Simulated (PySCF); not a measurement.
**MP2/STO-3G run of BClO (boron chloride oxide)**

What is the vertical singlet–triplet gap of BClO (boron chloride oxide) at MP2/STO-3G? Input form: a Python script.

Program for the calculation: PySCF 2.14.0.

14 further runs of the same task are left out: 4 that didn't finish, 10 set aside as unsound or not needed.

**1. The structure to begin with**

BClO: 3 atoms, total charge 0, spin state singlet. As SMILES, `O=BCl`. The coordinates come from a GFN2-xTB relaxation.

Bond lengths: O1–B2 1.193 Å, B2–Cl3 1.639 Å. Angles: O1–B2–Cl3 179.9°.

**2. A single-point energy at MP2/STO-3G**

input.py

```python
from pyscf import gto, mp

molecule = gto.Mole()
molecule.atom = '''
O    1.019560   0.606200   0.626990
B    0.113080   0.066620   0.069470
Cl  -1.132640  -0.672810  -0.696460
'''
molecule.max_memory = 1860
molecule.charge = 0
molecule.verbose = 3
molecule.basis = 'sto-3g'
molecule.build()

myscf = molecule.RHF()
myscf.conv_tol = 1e-10
myscf.kernel()
if not myscf.converged:
    myscf = myscf.newton().run(myscf.mo_coeff, myscf.mo_occ)

pt = mp.MP2(myscf, frozen=7).run()
e_final = pt.e_tot
print('Final energy', e_final)
```

The run is started by

```console
OMP_NUM_THREADS=1 python input.py
```

The program printed:

```text
converged SCF energy = -552.862726915859
E(RMP2) = -552.990612974129  E_corr = -0.127886058270519
E(SCS-RMP2) = -552.988201124122  E_corr = -0.125474208263433
Final energy -552.9906129741295
```

Wall time 0.87 s (1 thread of Arm Neoverse V1, shared host); peak memory 0.11 GiB.

**3. The triplet, same level**

calc.py

```python
from pyscf import gto, mp

molecule = gto.M(
    atom='O 1.019560 0.606200 0.626990; B 0.113080 0.066620 0.069470; Cl -1.132640 -0.672810 -0.696460',
    verbose=4,
    max_memory=1860,
    charge=0,
    basis='sto-3g',
    spin=2,
)

mf = molecule.UHF()
mf.conv_tol = 1e-10
mf.kernel()
if not mf.converged:
    mf = mf.newton().run(mf.mo_coeff, mf.mo_occ)

pt = mp.MP2(mf, frozen=7).run()
etot = pt.e_tot
print('Final energy', etot)
```

The run is started by

```console
OMP_NUM_THREADS=1 python calc.py
```

The program printed:

```text
PySCF version 2.14.0

[INPUT] num. atoms = 3
[INPUT] num. electrons = 30
[INPUT] charge = 0
[INPUT] spin (= nelec alpha-beta = 2S) = 2
[INPUT] symmetry False subgroup None
[INPUT] Mole.unit = angstrom
[INPUT] Symbol           X                Y                Z      unit          X                Y                Z       unit  Magmom
[INPUT]  1 O      1.019560000000   0.606200000000   0.626990000000 AA    1.926689167562   1.145551976711   1.184839382841 Bohr   0.0
[INPUT]  2 B      0.113080000000   0.066620000000   0.069470000000 AA    0.213690230166   0.125893554419   0.131279273874 Bohr   0.0
[INPUT]  3 Cl    -1.132640000000  -0.672810000000  -0.696460000000 AA   -2.140379397727  -1.271426633869  -1.316118656715 Bohr   0.0

nuclear repulsion = 70.6031021765182
number of shells = 11
number of NR pGTOs = 57
number of NR cGTOs = 19
basis = sto-3g
ecp = {}

[... 19 lines left out ...]
WARN: beta  nocc = 14  HOMO -0.463250299591473 >= LUMO -0.463250272524453
[... 1 line left out ...]
WARN: HOMO 0.229437081301291 >= LUMO -0.463250272524453
[... 74 lines left out ...]
converged SCF energy = -552.49053230186  <S^2> = 2.0045891  2S+1 = 3.0030578
[... 1 line left out ...]
******** <class 'pyscf.mp.ump2.UMP2'> ********
nocc = (np.int64(9), np.int64(7)), nmo = (12, 12)
frozen orbitals 7
E(UMP2) = -552.556430012527  E_corr = -0.0658977106663804
E(SCS-UMP2) = -552.555130018121  E_corr = -0.0645977162607875
E_corr(same-spin) = -0.0167071575448487
E_corr(oppo-spin) = -0.0491905531215316
Final energy -552.5564300125267
```

Run time: 0.95 s. Hardware: 1 thread of Arm Neoverse V1, shared host; peak memory 0.11 GiB.

**4. Summary of results**

At MP2/STO-3G, 7 core orbitals frozen:

```
                                                           quantity          value
                                              singlet: total energy  -552.99061 Eh
                      singlet: dipole moment (Hartree–Fock density)         0.54 D
                       singlet: HOMO energy (Hartree–Fock orbitals)      -11.25 eV
                       singlet: LUMO energy (Hartree–Fock orbitals)        9.32 eV
                     singlet: HOMO–LUMO gap (Hartree–Fock orbitals)       20.57 eV
               singlet: correlation energy (7 core orbitals frozen)     -127.9 mEh
                                              triplet: total energy  -552.55643 Eh
                      triplet: dipole moment (Hartree–Fock density)         2.03 D
triplet: HOMO energy (Hartree–Fock orbitals) (highest over α and β)        0.01 eV
 triplet: LUMO energy (Hartree–Fock orbitals) (lowest over α and β)        1.71 eV
               triplet: correlation energy (7 core orbitals frozen)      -65.9 mEh
                         triplet: ⟨S²⟩ of the reference determinant          2.005
                   vertical energy of the triplet above the singlet      11.815 eV
```

At this shape the triplet lies 11.81 eV (1140 kJ/mol) above the singlet. In a minimal basis such a difference can be off by several eV, whatever the method. Mulliken charges (triplet) of the mean-field density run from -0.22 on Cl3 to +0.33 on B2; they depend strongly on the basis.
